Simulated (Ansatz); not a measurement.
Task: a short molecular-dynamics run of C2H5, SMILES [CH2]C, with Ansatz 0.2.0 through its Python package. Give the script and its output. Use (for the species named): BLYP, 6-31G basis, multiplicity 2, D3BJ dispersion.

```xyz
7

C    -0.1256   -0.8410    0.0885
C     0.0944    0.6004   -0.1038
H    -1.1194   -1.2428    0.1092
H     0.6930   -1.4895    0.3306
H     1.0752    0.7957   -0.5370
H     0.0580    1.1414    0.8527
H    -0.6756    1.0359   -0.7402
```

`run_md.py`:
```python
"""Molecular dynamics of one C2H5 molecule."""

import ansatz as az
from ase import Atoms
import numpy as np


def main() -> None:
    atoms = Atoms(["C", "C", "H", "H", "H", "H", "H"], positions=[
        (-0.12561, -0.84103, 0.08854),
        (0.09436, 0.60037, -0.10376),
        (-1.11943, -1.24283, 0.10916),
        (0.69299, -1.48947, 0.3306),
        (1.07518, 0.79566, -0.53704),
        (0.05805, 1.14137, 0.85274),
        (-0.67556, 1.03594, -0.74023),
    ])
    mol = az.Crystal.molecule_from_ase(atoms)

    setup = (
        mol.calculation()
        .basis(gaussian="6-31G")
        .functional("blyp", dispersion="d3bj")
        .spin("collinear", total=1)
    )
    symbols = [site.symbol for site in mol.cartesian_sites]
    start = np.array([site.position_ang for site in mol.cartesian_sites], dtype=float)
    rep = setup.relax(force_tolerance=0.02).run(threads=1, backend="cpu").report
    end = np.array(rep["positions_ang"])
    minimum = az.Crystal.molecule()
    for symbol, place in zip(symbols, end):
        minimum = minimum.atom(symbol, place.tolist())

    # dynamics from the relaxed geometry
    setup = minimum.calculation()
    setup = setup.basis(gaussian="6-31G").functional("blyp", dispersion="d3bj")
    setup = setup.spin("collinear", total=1)
    setup = setup.md("nvt_langevin", timestep=0.5, steps=30, temperature=800, initial_velocities="maxwell_boltzmann", seed=60, friction=0.05)
    frames = []
    result = setup.session().plan().execute(on_event=lambda e: frames.append(e["data"]) if e["event"] == "md_step" else None)
    print("t (fs)   E_pot (eV)      E_kin (eV)   T (K)   d(0-1) (A)")
    for f in frames[::1]:
        xyz = np.array(f["positions_ang"])
        print(f"{f['time_fs']:6.2f} {f['lagrangian_ev']:14.5f} {f['e_kin_ev']:10.5f} {f['temperature_k']:8.1f} {np.linalg.norm(xyz[0] - xyz[1]):9.4f}")
    print("mean temperature", round(float(np.mean([f["temperature_k"] for f in frames])), 1), "K")


if __name__ == "__main__":
    main()
```

```console
$ python run_md.py
t (fs)   E_pot (eV)      E_kin (eV)   T (K)   d(0-1) (A)
  0.00    -2152.11439    0.62045    685.7    1.4993
  0.50    -2152.09950    0.58324    644.6    1.4971
  1.00    -2152.05997    0.59152    653.7    1.4947
  1.50    -2152.00875    0.43089    476.2    1.4919
  2.00    -2151.96338    0.49122    542.9    1.4882
  2.50    -2151.93579    0.42185    466.2    1.4843
  3.00    -2151.92074    0.45317    500.8    1.4805
  3.50    -2151.91095    0.37328    412.5    1.4764
  4.00    -2151.90744    0.48595    537.1    1.4723
  4.50    -2151.91483    0.54528    602.6    1.4689
  5.00    -2151.91345    0.52188    576.8    1.4661
  5.50    -2151.88932    0.50886    562.4    1.4625
  6.00    -2151.85083    0.47449    524.4    1.4586
  6.50    -2151.80447    0.45388    501.6    1.4555
  7.00    -2151.75708    0.53882    595.5    1.4516
  7.50    -2151.71880    0.57880    639.7    1.4459
  8.00    -2151.68198    0.55872    617.5    1.4397
  8.50    -2151.65460    0.59095    653.1    1.4346
  9.00    -2151.65918    0.63681    703.8    1.4312
  9.50    -2151.68814    0.79182    875.1    1.4301
 10.00    -2151.72309    0.81695    902.9    1.4314
 10.50    -2151.76692    0.92591   1023.3    1.4336
 11.00    -2151.81567    0.93686   1035.4    1.4364
 11.50    -2151.85215    1.02909   1137.3    1.4402
 12.00    -2151.86484    0.91896   1015.6    1.4444
 12.50    -2151.85029    0.93679   1035.3    1.4479
 13.00    -2151.81570    0.80872    893.8    1.4512
 13.50    -2151.77488    0.73275    809.8    1.4540
 14.00    -2151.74485    0.68320    755.1    1.4571
 14.50    -2151.74711    0.76518    845.7    1.4601
 15.00    -2151.76953    0.81683    902.8    1.4617
mean temperature 713.9 K
```

Notes:
- Total energies depend on the basis set; only differences at equal settings carry meaning.
- The trajectory is only some femtoseconds long, so its temperature is not equilibrated; where the script doesn't relax first, it starts from a rough generated geometry.
- The run takes the species as open-shell (spin multiplicity 2), which needn't be its ground state.
- The printed temperature counts all 3N degrees of freedom under Langevin dynamics, so the first row lies under the target.
- Hardware and time: 47 s on 1 thread of Intel(R) Xeon(R) Platinum 8259CL CPU @ 2.50GHz (Skylake/Cascade Lake) (shared host), peak memory 0.18 GiB.
